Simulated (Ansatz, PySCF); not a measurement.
This PySCF input computes a B3LYP/def2-TZVPD energy:

```python
from pyscf import gto, scf, dft

mol = gto.M(
    atom='''
    C     0.00197616   -0.00690468    0.76306921
    C    -0.00197616    0.00690468   -0.76306921
    H     0.00893178    1.00657845    1.16924397
    H    -0.88080553   -0.51392193    1.15778982
    H     0.88088652   -0.52414704    1.15313496
    H    -0.00893178   -1.00657845   -1.16924397
    H    -0.88088652    0.52414704   -1.15313496
    H     0.88080553    0.51392193   -1.15778982
    ''',
    basis='def2-tzvpd',
    charge=0,
    spin=0,
    verbose=4,
)

mf = dft.RKS(mol, xc='b3lyp').density_fit(auxbasis='def2-universal-jkfit')
mf.grids.level = 3
mf.conv_tol = 1e-9
mf.max_cycle = 100
mf.max_memory = 1500
mf.kernel()
if not mf.converged:
    mf = mf.newton()
    mf.kernel(mf.make_rdm1())
mf.analyze()
```

Task: Write an input for the same energy in Ansatz (an electronic-structure program) and say what it gives.

Result: 
Ansatz 0.2 input:
```yaml
crystal:
  periodic: [false, false, false]
  atoms:
    - {symbol: C, position_ang: [0.00197616, -0.00690468, 0.76306921]}
    - {symbol: C, position_ang: [-0.00197616, 0.00690468, -0.76306921]}
    - {symbol: H, position_ang: [0.00893178, 1.00657845, 1.16924397]}
    - {symbol: H, position_ang: [-0.88080553, -0.51392193, 1.15778982]}
    - {symbol: H, position_ang: [0.88088652, -0.52414704, 1.15313496]}
    - {symbol: H, position_ang: [-0.00893178, -1.00657845, -1.16924397]}
    - {symbol: H, position_ang: [-0.88088652, 0.52414704, -1.15313496]}
    - {symbol: H, position_ang: [0.88080553, 0.51392193, -1.15778982]}
basis:
  gaussian:
    orbitals: def2-TZVPD
hamiltonian:
  xc: {name: B3LYP}
output: {forces: true}
```
It gives -79.86423 Eh, and PySCF -79.86431 Eh, a difference of 0.08 mEh, from the treatment of integrals and grids.
